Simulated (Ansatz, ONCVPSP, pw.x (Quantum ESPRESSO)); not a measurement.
**pw.x on diamond Si: one setting changed**

Potential: optimised norm-conserving Vanderbilt (ONCV), ONCVPSP 4.0.1.1 (patched build), LDA (Perdew-Wang 92); core [Ne], reference 3s1 3p3; waves: 3s: rc 2.46 bohr, ncon 4, nbas 9, qcut 3.7 1/bohr, 2 projectors, debl 2.8 Ha; 3p: rc 2.84 bohr, ncon 4, nbas 8, qcut 4.1 1/bohr, 2 projectors, debl 1.1 Ha; d scattering state at 0.07 Ha: rc 2.38 bohr, ncon 3, nbas 7, qcut 5.3 1/bohr, 2 projectors, debl 3.7 Ha; local part: polynomial inside 1.68 bohr (lpopt 5, dvloc0 0 Ha); core correction: none.

The reference run (k-mesh 9³, cutoffs 35/140 Ry, Fermi–Dirac 0.01 Ry, mixing_beta 0.4, conv_thr 1e-9, no spin) gives -0.66 GPa at 19.694 Å³/atom, where all-electron LAPW gives -0.03 GPa. This run, with its own iteration cap, changes degauss to 0.02.

```
&control
  calculation='scf', prefix='x', pseudo_dir='./', outdir='./tmp', tstress=.true., disk_io='none'
/
&system
  ibrav=0, nat=2, ntyp=1, ecutwfc=35, ecutrho=140, nbnd=11,
  occupations='smearing', smearing='fd', degauss=0.02
/
&electrons
  conv_thr=1e-09, mixing_beta=0.4, electron_maxstep=60
/
ATOMIC_SPECIES
Si 1.0 Si.UPF
CELL_PARAMETERS angstrom
  0.00000000 2.70050288 2.70050288
  2.70050288 0.00000000 2.70050288
  2.70050288 2.70050288 0.00000000
ATOMIC_POSITIONS crystal
Si 0.0000 0.0000 0.0000
Si 0.2500 0.2500 0.2500
K_POINTS automatic
9 9 9 0 0 0
```

```bash
pw.x < Si.scf.in > Si.scf.out
```

Question: How does the run end?

Answer: It converges in 7 iterations; the free energy moves by -6.7 meV/atom and the pressure by -0.07 GPa. In a metal, with Fermi–Dirac smearing, F lies below its zero-width value by a term in the square of the width.

```
Message from routine setup:
     using ibrav=0 with symmetry is DISCOURAGED, use correct ibrav instead
     lattice parameter (alat)  =       7.2170  a.u.
     unit-cell volume          =     265.8034 (a.u.)^3
     number of electrons       =         8.00
     number of Kohn-Sham states=           11
     kinetic-energy cutoff     =      35.0000  Ry
     charge density cutoff     =     140.0000  Ry
     scf convergence threshold =      1.0E-09
     Exchange-correlation= SLA  PW   NOGX NOGC
     number of k points=    35  Fermi-Dirac smearing, width (Ry)=  0.0200
     iteration #  1     ecut=    35.00 Ry     beta= 0.40
     total energy              =     -15.92663920 Ry
     estimated scf accuracy    <       0.11549847 Ry
     iteration #  2     ecut=    35.00 Ry     beta= 0.40
     total energy              =     -15.91897446 Ry
     estimated scf accuracy    <       0.02595203 Ry
     iteration #  3     ecut=    35.00 Ry     beta= 0.40
     total energy              =     -15.92175109 Ry
     estimated scf accuracy    <       0.00025628 Ry
     iteration #  4     ecut=    35.00 Ry     beta= 0.40
     total energy              =     -15.92179102 Ry
     estimated scf accuracy    <       0.00003793 Ry
     iteration #  5     ecut=    35.00 Ry     beta= 0.40
     total energy              =     -15.92179412 Ry
     estimated scf accuracy    <       0.00000027 Ry
     iteration #  6     ecut=    35.00 Ry     beta= 0.40
     total energy              =     -15.92179418 Ry
     estimated scf accuracy    <       0.00000001 Ry
     iteration #  7     ecut=    35.00 Ry     beta= 0.40
     the Fermi energy is     6.3397 ev
!    total energy              =     -15.92179419 Ry
     estimated scf accuracy    <          3.6E-11 Ry
     smearing contrib. (-TS)   =      -0.00361018 Ry
     The total energy is F=E-TS. E is the sum of the following terms:
     one-electron contribution =       4.66976706 Ry
     hartree contribution      =       1.09278761 Ry
     xc contribution           =      -4.79161309 Ry
     ewald contribution        =     -16.88912559 Ry
     convergence has been achieved in   7 iterations
          total   stress  (Ry/bohr**3)                   (kbar)     P=       -7.26
     Message from routine punch:
     Nothing written, as per user request (disk_io='none')
```

The run took about 7.1 s on one core of a shared host (Neoverse-N1, 64 threads, 124 GiB, load 53).
